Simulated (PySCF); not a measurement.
Chloroacetonitrile, C2H2ClN.
InChI=1S/C2H2ClN/c3-1-2-4/h1H2

The closed-shell ground state was solved at several levels (PySCF, density fitting, gas phase, non-relativistic). Geometry: PBE0-D3(BJ)/def2-TZVP; no solvent, vibrations or thermal averaging.

```csv
level,basis functions,total energy (Eh),HOMO (eV),LUMO (eV),gap (eV),dipole (D)
B97-2/pcSseg-2,179,-592.3979,-9.05,-1.03,8.02,3.31
wB97X-D/pcSseg-2,179,-592.3623,-11.22,0.89,12.11,3.36
KT3/pcSseg-2,179,-597.5704,-8.01,-2.07,5.94,3.19
```

Q: Estimate the row for PBE0/pcSseg-2, a basis of 179 functions; the other rows only guide the guess.

A: Total energy -592.1026 Eh, HOMO -9.31 eV, LUMO -0.96 eV, gap 8.35 eV, dipole 3.33 D.

Q: Over all these levels, which gives the widest orbital gap and which the narrowest?

A: wB97X-D/pcSseg-2 (range-separated hybrid) has the widest, 12.11 eV, and KT3/pcSseg-2 (GGA) the narrowest, 5.94 eV. From the narrowest to the widest the HOMO moves by -3.21 eV and the LUMO by +2.96 eV.

Q: In the pcSseg-2 basis, how does the gap go with the fixed share of exact exchange?

A: KT3 (0 %) 5.94 eV; B97-2 (21 %) 8.02 eV; PBE0 (25 %) 8.35 eV. Each rise in the share widens the gap here.

Q: How far do the dipole and the HOMO energy spread over the levels?

A: The dipole runs from 3.19 to 3.36 D (mean 3.30 D) and the HOMO from -11.22 to -8.01 eV.

wB97X-D is run here without its empirical dispersion term; that term would change no orbital, density or response property at a fixed geometry.
